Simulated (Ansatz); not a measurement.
Geometry optimisation, Ansatz, RKS PBE0/def2-SVP.

The input (input.yaml):

```yaml
crystal:
  periodic: [false, false, false]
  atoms:
    - { symbol: B, position_ang: [-0.000433, 0.252567, -0.021523] }
    - { symbol: H, position_ang: [-0.000713, 0.39727, 1.170462] }
    - { symbol: H, position_ang: [1.056009, 0.262406, -0.597783] }
    - { symbol: H, position_ang: [-1.05916, 0.163292, -0.586029] }
    - { symbol: Cl, position_ang: [0.086605, -2.598797, 1.071601] }
    - { symbol: H, position_ang: [0.046592, -1.400437, 1.652972] }
basis:
  gaussian: { orbitals: def2-SVP }
hamiltonian:
  xc: pbe0
relax:
  f_tol: 0.03
  max_steps: 50
output:
  orbitals: {}
```

Launched with:

```bash
$ ansatz run input.yaml --threads 1 --pin off --max-ram 2048MiB --backend cpu --events-out ev --progress --plain --runs-dir out
```

Question: Where does it end, and by what steps?

Answer: The forces met the threshold. The force dipped under the threshold on the way, but the program's further checks kept it going. After 24 steps the energy has fallen by 0.199 eV; Cl5 moved furthest, 0.75 Å.

| step | energy less start (eV) | largest force component (eV/Å) | accepted |
| --- | --- | --- | --- |
| 0 | 0.0000 | 1.091 | yes |
| 1 | -0.0367 | 1.008 | yes |
| 2 | -0.0701 | 0.454 | yes |
| 3 | -0.0974 | 0.575 | yes |
| 4 | -0.1223 | 1.125 | yes |
| 5 | -0.1667 | 0.811 | yes |
| 6 | -0.1839 | 0.168 | yes |
| 7 | -0.1829 | 0.052 | no |
| 8 | -0.1849 | 0.007 | yes |
| 9 | -0.1849 | 0.008 | yes |
| 10 | -0.1849 | 0.006 | yes |
| 11 | -0.1849 | 0.011 | yes |
| 12 | -0.1850 | 0.015 | yes |
| 13 | -0.1851 | 0.019 | yes |
| 14 | -0.1852 | 0.032 | yes |
| 15 | -0.1854 | 0.049 | yes |
| 16 | -0.1857 | 0.066 | yes |
| 17 | -0.1861 | 0.079 | yes |
| 18 | -0.1525 | 1.290 | no |
| 19 | -0.1892 | 0.053 | yes |
| 20 | -0.1872 | 0.521 | no |
| 21 | -0.1909 | 0.042 | yes |
| 22 | -0.1924 | 0.132 | yes |
| 23 | -0.1933 | 0.328 | yes |
| 24 | -0.1991 | 0.014 | yes |

```xyz
6
Properties=species:S:1:pos:R:3
B 0.033 0.143 0.023
H 0.165 0.741 1.067
H 0.958 0.127 -0.755
H -1.083 -0.068 -0.394
Cl 0.434 -1.964 0.873
H -0.378 -1.903 1.875
```

Whether the end is a true minimum wasn't checked by a vibrational analysis.

The run took 29 s on 1 thread of Arm Neoverse V1, on a shared host, peak memory 0.1 GiB.
